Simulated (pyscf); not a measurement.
Optimised with ωB97X-D3(BJ)/def2-SVP in PySCF.

Task: SnH₄ + H₂S → SnH₂ [singlet] + H₂S + H₂
Surface: singlet. Broken: H–Sn, H–Sn, H–S. Formed: H–S, H–H. Give ΔE‡ and ΔE from ωB97M-D3(BJ)/def2-TZVP, relative to the separated reactants.

Result: ΔE‡ = 54.0 kcal/mol, ΔE = +22.8 kcal/mol. Zero-point energy shifts the barrier by -0.9 kcal/mol. It is a multi-bond step, with an imaginary mode of 1731i cm⁻¹. On the product side the descent ends in a bound adduct (not fully relaxed), 8.2 kcal/mol under the separated species and 36.1 kcal/mol under the saddle at ωB97X-D3(BJ)/def2-TZVP. The same reactants have a lower exit, to HS–SnH₃ + H₂ (barrier +43.3 kcal/mol at ωB97M-D3(BJ)/def2-TZVP, against +54.0 kcal/mol here). One saddle was located; it need not be the lowest between these sides. Elements past Kr carry the def2 core potentials, without spin-orbit coupling.
